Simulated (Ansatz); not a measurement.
Molecular dynamics of CH9NSi

input.yaml

```yaml
crystal:
  periodic: [false, false, false]
  atoms:
    - { symbol: Si, position_ang: [-1.1006, 0.1193, 0.1884] }
    - { symbol: "N", position_ang: [0.5148, -0.79, 1.2292] }
    - { symbol: H, position_ang: [-1.2113, 0.9906, 1.3525] }
    - { symbol: H, position_ang: [-1.966, 0.8735, -0.7686] }
    - { symbol: H, position_ang: [-1.6293, -1.2267, 0.022] }
    - { symbol: H, position_ang: [0.8684, -0.2223, 0.0688] }
    - { symbol: C, position_ang: [0.6078, 0.4916, -1.1059] }
    - { symbol: H, position_ang: [0.6121, -1.794, 1.2891] }
    - { symbol: H, position_ang: [0.8972, -0.3729, 2.066] }
    - { symbol: H, position_ang: [0.618, 1.575, -1.0852] }
    - { symbol: H, position_ang: [0.1312, 0.1664, -2.0247] }
    - { symbol: H, position_ang: [1.6577, 0.1895, -1.2314] }
magnetization:
  spin_polarized: true
basis:
  gaussian: { orbitals: "6-31G*" }
hamiltonian:
  xc: b3lyp
md:
  timestep: 0.5
  n_steps: 150
  ensemble: nve
  temperature: 1000.0
  initial_velocities: maxwell_boltzmann
  seed: 253855
```

Launched with:

```bash
$ ansatz run input.yaml --threads 1 --pin off --max-ram 2048MiB --backend cpu --events-out ev --progress --plain --runs-dir out
```

It starts from a rough guess of a transition structure, not a stationary point.

Output, in part (one step line in 2, the closing report, with atoms numbered from 0):

```
md step     0: t =     0.00 fs  T =  1000.0 K  F+E_penalty+E_count = -10548.78258208 eV  E_kin = 1.292600 eV  conserved = -10547.48998209 eV  (26 SCF iters)
md step     2: t =     1.00 fs  T =  1019.8 K  F+E_penalty+E_count = -10548.80551450 eV  E_kin = 1.318235 eV  conserved = -10547.48727988 eV  (26 SCF iters)
md step     4: t =     2.00 fs  T =  1000.6 K  F+E_penalty+E_count = -10548.77754638 eV  E_kin = 1.293405 eV  conserved = -10547.48414113 eV  (26 SCF iters)
md step     6: t =     3.00 fs  T =  1071.7 K  F+E_penalty+E_count = -10548.87266973 eV  E_kin = 1.385254 eV  conserved = -10547.48741562 eV  (26 SCF iters)
md step     8: t =     4.00 fs  T =  1111.1 K  F+E_penalty+E_count = -10548.93267764 eV  E_kin = 1.436179 eV  conserved = -10547.49649834 eV  (26 SCF iters)
md step    10: t =     5.00 fs  T =   923.9 K  F+E_penalty+E_count = -10548.67682015 eV  E_kin = 1.194210 eV  conserved = -10547.48261027 eV  (25 SCF iters)
md step    12: t =     6.00 fs  T =  1075.5 K  F+E_penalty+E_count = -10548.87348773 eV  E_kin = 1.390256 eV  conserved = -10547.48323212 eV  (25 SCF iters)
md step    14: t =     7.00 fs  T =  1513.9 K  F+E_penalty+E_count = -10549.45812893 eV  E_kin = 1.956814 eV  conserved = -10547.50131534 eV  (26 SCF iters)
md step    16: t =     8.00 fs  T =  1549.4 K  F+E_penalty+E_count = -10549.49403508 eV  E_kin = 2.002791 eV  conserved = -10547.49124432 eV  (26 SCF iters)
md step    18: t =     9.00 fs  T =  1419.4 K  F+E_penalty+E_count = -10549.32077406 eV  E_kin = 1.834738 eV  conserved = -10547.48603560 eV  (26 SCF iters)
md step    20: t =    10.00 fs  T =  1349.5 K  F+E_penalty+E_count = -10549.23151390 eV  E_kin = 1.744320 eV  conserved = -10547.48719377 eV  (27 SCF iters)
md step    22: t =    11.00 fs  T =  1321.4 K  F+E_penalty+E_count = -10549.19468344 eV  E_kin = 1.708083 eV  conserved = -10547.48660084 eV  (27 SCF iters)
md step    24: t =    12.00 fs  T =  1362.0 K  F+E_penalty+E_count = -10549.24503615 eV  E_kin = 1.760457 eV  conserved = -10547.48457880 eV  (27 SCF iters)
md step    26: t =    13.00 fs  T =  1544.2 K  F+E_penalty+E_count = -10549.48260913 eV  E_kin = 1.996008 eV  conserved = -10547.48660072 eV  (26 SCF iters)
md step    28: t =    14.00 fs  T =  1765.2 K  F+E_penalty+E_count = -10549.77761398 eV  E_kin = 2.281692 eV  conserved = -10547.49592174 eV  (26 SCF iters)
md step    30: t =    15.00 fs  T =  1689.0 K  F+E_penalty+E_count = -10549.68024550 eV  E_kin = 2.183174 eV  conserved = -10547.49707194 eV  (26 SCF iters)
md step    32: t =    16.00 fs  T =  1496.2 K  F+E_penalty+E_count = -10549.40786008 eV  E_kin = 1.934044 eV  conserved = -10547.47381606 eV  (24 SCF iters)
md step    34: t =    17.00 fs  T =  1888.3 K  F+E_penalty+E_count = -10549.93883582 eV  E_kin = 2.440783 eV  conserved = -10547.49805332 eV  (25 SCF iters)
md step    36: t =    18.00 fs  T =  2111.8 K  F+E_penalty+E_count = -10550.23055178 eV  E_kin = 2.729668 eV  conserved = -10547.50088411 eV  (25 SCF iters)
md step    38: t =    19.00 fs  T =  1854.7 K  F+E_penalty+E_count = -10549.88530585 eV  E_kin = 2.397334 eV  conserved = -10547.48797162 eV  (25 SCF iters)
md step    40: t =    20.00 fs  T =  1588.3 K  F+E_penalty+E_count = -10549.53634709 eV  E_kin = 2.053067 eV  conserved = -10547.48328053 eV  (26 SCF iters)
md step    42: t =    21.00 fs  T =  1537.4 K  F+E_penalty+E_count = -10549.47342435 eV  E_kin = 1.987284 eV  conserved = -10547.48614073 eV  (27 SCF iters)
md step    44: t =    22.00 fs  T =  1607.7 K  F+E_penalty+E_count = -10549.56528833 eV  E_kin = 2.078141 eV  conserved = -10547.48714767 eV  (26 SCF iters)
md step    46: t =    23.00 fs  T =  1738.0 K  F+E_penalty+E_count = -10549.73334785 eV  E_kin = 2.246516 eV  conserved = -10547.48683165 eV  (26 SCF iters)
md step    48: t =    24.00 fs  T =  1907.4 K  F+E_penalty+E_count = -10549.95766325 eV  E_kin = 2.465442 eV  conserved = -10547.49222167 eV  (26 SCF iters)
md step    50: t =    25.00 fs  T =  1901.8 K  F+E_penalty+E_count = -10549.95648734 eV  E_kin = 2.458223 eV  conserved = -10547.49826446 eV  (26 SCF iters)
md step    52: t =    26.00 fs  T =  1685.3 K  F+E_penalty+E_count = -10549.65590561 eV  E_kin = 2.178479 eV  conserved = -10547.47742649 eV  (26 SCF iters)
md step    54: t =    27.00 fs  T =  1959.0 K  F+E_penalty+E_count = -10550.02256816 eV  E_kin = 2.532149 eV  conserved = -10547.49041889 eV  (24 SCF iters)
md step    56: t =    28.00 fs  T =  2323.5 K  F+E_penalty+E_count = -10550.50566317 eV  E_kin = 3.003406 eV  conserved = -10547.50225734 eV  (25 SCF iters)
md step    58: t =    29.00 fs  T =  2196.8 K  F+E_penalty+E_count = -10550.33220648 eV  E_kin = 2.839559 eV  conserved = -10547.49264708 eV  (25 SCF iters)
md step    60: t =    30.00 fs  T =  1895.6 K  F+E_penalty+E_count = -10549.93372279 eV  E_kin = 2.450271 eV  conserved = -10547.48345161 eV  (26 SCF iters)
md step    62: t =    31.00 fs  T =  1803.9 K  F+E_penalty+E_count = -10549.81633846 eV  E_kin = 2.331754 eV  conserved = -10547.48458461 eV  (26 SCF iters)
md step    64: t =    32.00 fs  T =  1903.6 K  F+E_penalty+E_count = -10549.94920221 eV  E_kin = 2.460588 eV  conserved = -10547.48861443 eV  (25 SCF iters)
md step    66: t =    33.00 fs  T =  2026.0 K  F+E_penalty+E_count = -10550.10700905 eV  E_kin = 2.618754 eV  conserved = -10547.48825552 eV  (26 SCF iters)
md step    68: t =    34.00 fs  T =  2142.1 K  F+E_penalty+E_count = -10550.25932788 eV  E_kin = 2.768890 eV  conserved = -10547.49043739 eV  (25 SCF iters)
md step    70: t =    35.00 fs  T =  2138.4 K  F+E_penalty+E_count = -10550.26254559 eV  E_kin = 2.764086 eV  conserved = -10547.49845964 eV  (26 SCF iters)
md step    72: t =    36.00 fs  T =  1819.3 K  F+E_penalty+E_count = -10549.83848858 eV  E_kin = 2.351568 eV  conserved = -10547.48692101 eV  (25 SCF iters)
md step    74: t =    37.00 fs  T =  1740.5 K  F+E_penalty+E_count = -10549.72794433 eV  E_kin = 2.249810 eV  conserved = -10547.47813454 eV  (25 SCF iters)
md step    76: t =    38.00 fs  T =  2136.1 K  F+E_penalty+E_count = -10550.26229274 eV  E_kin = 2.761087 eV  conserved = -10547.50120599 eV  (24 SCF iters)
md step    78: t =    39.00 fs  T =  2188.9 K  F+E_penalty+E_count = -10550.32505572 eV  E_kin = 2.829424 eV  conserved = -10547.49563217 eV  (26 SCF iters)
md step    80: t =    40.00 fs  T =  1934.8 K  F+E_penalty+E_count = -10549.98853952 eV  E_kin = 2.500932 eV  conserved = -10547.48760779 eV  (26 SCF iters)
md step    82: t =    41.00 fs  T =  1723.6 K  F+E_penalty+E_count = -10549.71115289 eV  E_kin = 2.227884 eV  conserved = -10547.48326854 eV  (26 SCF iters)
md step    84: t =    42.00 fs  T =  1745.1 K  F+E_penalty+E_count = -10549.74062331 eV  E_kin = 2.255739 eV  conserved = -10547.48488397 eV  (26 SCF iters)
md step    86: t =    43.00 fs  T =  1942.5 K  F+E_penalty+E_count = -10549.99860678 eV  E_kin = 2.510917 eV  conserved = -10547.48769011 eV  (26 SCF iters)
md step    88: t =    44.00 fs  T =  2185.4 K  F+E_penalty+E_count = -10550.31412137 eV  E_kin = 2.824836 eV  conserved = -10547.48928524 eV  (24 SCF iters)
md step    90: t =    45.00 fs  T =  2367.0 K  F+E_penalty+E_count = -10550.55475102 eV  E_kin = 3.059530 eV  conserved = -10547.49522098 eV  (25 SCF iters)
md step    92: t =    46.00 fs  T =  2267.9 K  F+E_penalty+E_count = -10550.42883106 eV  E_kin = 2.931498 eV  conserved = -10547.49733288 eV  (25 SCF iters)
md step    94: t =    47.00 fs  T =  1996.7 K  F+E_penalty+E_count = -10550.05831185 eV  E_kin = 2.580925 eV  conserved = -10547.47738638 eV  (25 SCF iters)
md step    96: t =    48.00 fs  T =  2215.4 K  F+E_penalty+E_count = -10550.35590226 eV  E_kin = 2.863655 eV  conserved = -10547.49224753 eV  (25 SCF iters)
md step    98: t =    49.00 fs  T =  2469.0 K  F+E_penalty+E_count = -10550.69116459 eV  E_kin = 3.191431 eV  conserved = -10547.49973391 eV  (25 SCF iters)
md step   100: t =    50.00 fs  T =  2309.0 K  F+E_penalty+E_count = -10550.47778563 eV  E_kin = 2.984578 eV  conserved = -10547.49320805 eV  (25 SCF iters)
md step   102: t =    51.00 fs  T =  1940.7 K  F+E_penalty+E_count = -10549.99517936 eV  E_kin = 2.508553 eV  conserved = -10547.48662633 eV  (26 SCF iters)
md step   104: t =    52.00 fs  T =  1672.4 K  F+E_penalty+E_count = -10549.64312971 eV  E_kin = 2.161707 eV  conserved = -10547.48142308 eV  (27 SCF iters)
md step   106: t =    53.00 fs  T =  1720.8 K  F+E_penalty+E_count = -10549.70813968 eV  E_kin = 2.224344 eV  conserved = -10547.48379566 eV  (27 SCF iters)
md step   108: t =    54.00 fs  T =  1996.8 K  F+E_penalty+E_count = -10550.07002140 eV  E_kin = 2.581064 eV  conserved = -10547.48895744 eV  (26 SCF iters)
md step   110: t =    55.00 fs  T =  2257.7 K  F+E_penalty+E_count = -10550.41357577 eV  E_kin = 2.918359 eV  conserved = -10547.49521674 eV  (26 SCF iters)
md step   112: t =    56.00 fs  T =  2215.2 K  F+E_penalty+E_count = -10550.36608966 eV  E_kin = 2.863386 eV  conserved = -10547.50270355 eV  (26 SCF iters)
md step   114: t =    57.00 fs  T =  1777.2 K  F+E_penalty+E_count = -10549.77918739 eV  E_kin = 2.297161 eV  conserved = -10547.48202624 eV  (25 SCF iters)
md step   116: t =    58.00 fs  T =  1757.0 K  F+E_penalty+E_count = -10549.75671682 eV  E_kin = 2.271134 eV  conserved = -10547.48558241 eV  (26 SCF iters)
md step   118: t =    59.00 fs  T =  2108.5 K  F+E_penalty+E_count = -10550.22328328 eV  E_kin = 2.725476 eV  conserved = -10547.49780697 eV  (26 SCF iters)
md step   120: t =    60.00 fs  T =  2220.8 K  F+E_penalty+E_count = -10550.36541639 eV  E_kin = 2.870627 eV  conserved = -10547.49478907 eV  (24 SCF iters)
md step   122: t =    61.00 fs  T =  2089.0 K  F+E_penalty+E_count = -10550.19072362 eV  E_kin = 2.700179 eV  conserved = -10547.49054484 eV  (26 SCF iters)
md step   124: t =    62.00 fs  T =  1890.6 K  F+E_penalty+E_count = -10549.92848790 eV  E_kin = 2.443823 eV  conserved = -10547.48466509 eV  (26 SCF iters)
md step   126: t =    63.00 fs  T =  1887.5 K  F+E_penalty+E_count = -10549.92146939 eV  E_kin = 2.439805 eV  conserved = -10547.48166461 eV  (26 SCF iters)
md step   128: t =    64.00 fs  T =  2194.7 K  F+E_penalty+E_count = -10550.32416245 eV  E_kin = 2.836880 eV  conserved = -10547.48728264 eV  (27 SCF iters)
md step   130: t =    65.00 fs  T =  2571.5 K  F+E_penalty+E_count = -10550.82026990 eV  E_kin = 3.323924 eV  conserved = -10547.49634570 eV  (25 SCF iters)
md step   132: t =    66.00 fs  T =  2623.7 K  F+E_penalty+E_count = -10550.89367584 eV  E_kin = 3.391349 eV  conserved = -10547.50232696 eV  (26 SCF iters)
md step   134: t =    67.00 fs  T =  2218.8 K  F+E_penalty+E_count = -10550.35554787 eV  E_kin = 2.868080 eV  conserved = -10547.48746815 eV  (25 SCF iters)
md step   136: t =    68.00 fs  T =  2003.1 K  F+E_penalty+E_count = -10550.07022799 eV  E_kin = 2.589206 eV  conserved = -10547.48102162 eV  (26 SCF iters)
md step   138: t =    69.00 fs  T =  2238.1 K  F+E_penalty+E_count = -10550.38803816 eV  E_kin = 2.892939 eV  conserved = -10547.49509878 eV  (25 SCF iters)
md step   140: t =    70.00 fs  T =  2354.9 K  F+E_penalty+E_count = -10550.54015829 eV  E_kin = 3.043963 eV  conserved = -10547.49619524 eV  (25 SCF iters)
md step   142: t =    71.00 fs  T =  2175.2 K  F+E_penalty+E_count = -10550.30284731 eV  E_kin = 2.811676 eV  conserved = -10547.49117134 eV  (25 SCF iters)
md step   144: t =    72.00 fs  T =  1862.4 K  F+E_penalty+E_count = -10549.89467825 eV  E_kin = 2.407357 eV  conserved = -10547.48732093 eV  (26 SCF iters)
md step   146: t =    73.00 fs  T =  1612.3 K  F+E_penalty+E_count = -10549.56732267 eV  E_kin = 2.084067 eV  conserved = -10547.48325536 eV  (28 SCF iters)
md step   148: t =    74.00 fs  T =  1626.7 K  F+E_penalty+E_count = -10549.58389004 eV  E_kin = 2.102609 eV  conserved = -10547.48128078 eV  (27 SCF iters)
md step   150: t =    75.00 fs  T =  1969.7 K  F+E_penalty+E_count = -10550.03496495 eV  E_kin = 2.546082 eV  conserved = -10547.48888251 eV  (27 SCF iters)
Total energy: -10550.03520939 eV, -387.7066428743 hartree
Atom 0 at    -1.359787     0.456582    -0.347427 Å, force     1.916144     0.673262     1.744126 eV/Å
Atom 1 at     1.670653    -1.723727     2.501148 Å, force    -2.664143    -1.935686     1.674285 eV/Å
Atom 2 at    -0.940048     1.248349     0.854413 Å, force    -0.005351    -0.878220     0.665600 eV/Å
Atom 3 at    -2.409768     1.308582    -0.646425 Å, force    -2.259323     0.838502    -0.935342 eV/Å
Atom 4 at    -1.610682    -0.950288    -0.311661 Å, force    -0.490344    -1.081893     0.422177 eV/Å
Atom 5 at     1.138256    -1.623108     3.506466 Å, force     1.664739    -0.875978    -2.750178 eV/Å
Atom 6 at    -0.058393     0.875276    -1.526978 Å, force    -0.654187     1.065551     0.238548 eV/Å
Atom 7 at     1.342511    -2.715793     2.078780 Å, force     0.803285     2.567553     1.532519 eV/Å
Atom 8 at     1.054396    -1.091104     1.984944 Å, force     0.193524     0.259507    -0.460750 eV/Å
Atom 9 at     0.147586     1.923857    -1.386955 Å, force    -0.132379     0.709285    -0.394469 eV/Å
Atom 10 at    -0.495991     0.651443    -2.441850 Å, force    -1.131147     0.385114    -2.392950 eV/Å
Atom 11 at     0.849815     0.432928    -1.677305 Å, force     2.759182    -1.726997     0.656434 eV/Å
Dipole moment:    -0.389298    -0.130548    -0.162560 e Å
```

The run went to its last step. The conserved energy stayed within 1.4 meV per atom of its start (net change 0.092 meV per atom), so the integration is sound. The kinetic energy rose, since the run started high on the potential surface and went downhill. It ends in pieces (CH6Si + H3N), so much of that is their flight and rotation, not heat. A run of 0.075 ps of so small a system gives no equilibrium averages. The orbitals were unrestricted but ended closed-shell.

The planned step would form Si1–C7, N2–H6 and break Si1–N2, H6–C7. These pairs go: Si1–C7 2.18 → 1.81 Å, N2–H6 1.34 → 1.14 Å, Si1–N2 2.13 → 4.70 Å, H6–C7 1.40 → 5.75 Å. In the last frame they stand as after the step (other bonds may differ from the relaxed reactants and products). It ends as CH6Si + H3N. Pairs count as bonded within 1.25 times the sum of covalent radii (0.12 Å more for H–H).

Last frame:

```xyz
12
Properties=species:S:1:pos:R:3
Si -1.360 0.457 -0.347
N 1.671 -1.724 2.501
H -0.940 1.248 0.854
H -2.410 1.309 -0.646
H -1.611 -0.950 -0.312
H 1.138 -1.623 3.506
C -0.058 0.875 -1.527
H 1.343 -2.716 2.079
H 1.054 -1.091 1.985
H 0.148 1.924 -1.387
H -0.496 0.651 -2.442
H 0.850 0.433 -1.677
```

Time of the run: 7.6 min on 1 thread of Arm Neoverse V2, with other jobs on the host, peak memory 0.17 GiB.
